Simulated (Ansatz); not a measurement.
**quartet B₂(-): levels of theory in one basis**

```xyz
2

B     0.0000    0.0000   -0.8834
B     0.0000    0.0000    0.8834
```

Basis set: def2-SVP (spherical functions). Correlated methods keep 2 orbitals frozen. Correlation on ROHF uses semicanonical orbitals with singles. Charge -1, multiplicity 4.

Computed with Ansatz (development build ahead of 0.2.0); each method stands on the lowest determinant of its kind that the runs found.

| method | E − E(ROHF) (eV) | <S²> of the determinant |
| --- | --- | --- |
| ROHF | 0.00 | 3.75 |
| UHF | -0.03 | 3.75 |
| ROHF-MP2 | -3.05 | – |
| UHF-MP2 | -3.06 | 3.75 |
| ROHF-CCSD(T) | -4.36 | – |
| UHF-CCSD(T) | -4.36 | 3.75 |

Question: Is a single determinant a sound starting point here?

Answer: Only with care. Unrestricted orbitals gain 0.03 eV and <S²> is 3.75 against 3.75 for a pure state, but several determinants compete.

Caution: no diffuse functions for an anion; the determinant may break the point group.
